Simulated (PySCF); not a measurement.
# C2H8Si (dimethylsilane): the cost of one run

The runs use PySCF 2.14.0, with density-fitted response routines of our own; the level of theory stands in each step. All values are computed, except where a source is named. Atoms count from 0, in the outputs and in this text.

**1. Starting geometry**

11 atoms, charge 0, multiplicity 1; geometry from: GFN2-xTB. The atoms were then displaced at random by about 0.01 Å, so the start is not that level's minimum.

Bonds of the start (Å): C0–Si1 1.89, Si1–C2 1.88, C0–H3 1.09, C0–H4 1.08, C0–H5 1.07, Si1–H6 1.47, Si1–H7 1.47, C2–H8 1.11, C2–H9 1.10, C2–H10 1.08.

**2. Geometry optimisation at PBE0-D3(BJ)/def2-TZVP**

The job: settings as JSON, then the geometry in Å.

```
{"job": {"xc": "PBE0", "basis": "def2-TZVP", "d3": "d3bj", "grid": 2, "shake": 0.01, "kind": "geom"}, "charge": 0, "multiplicity": 1}
C     -1.520030    -0.394440    -0.032150
Si    -0.016850     0.743080    -0.179500
C      1.528760    -0.275790     0.172780
H     -2.417840     0.183040    -0.258530
H     -1.488780    -1.209680    -0.741140
H     -1.644090    -0.776480     0.961630
H      0.081790     1.304810    -1.533640
H     -0.097100     1.852210     0.787760
H      1.512500    -0.712670     1.191660
H      2.436540     0.343960     0.142010
H      1.663230    -1.083880    -0.526540
```

Command:

```console
$ OMP_NUM_THREADS=1 python probes_run.py task.json out
```

The driver reads the jobs from task.json and runs them one after another.

Q: Estimate the wall time and peak memory of this first job on 1 thread of Intel Xeon 6975P-C, shared host.

About 43 s, with a peak of 0.64 GiB.
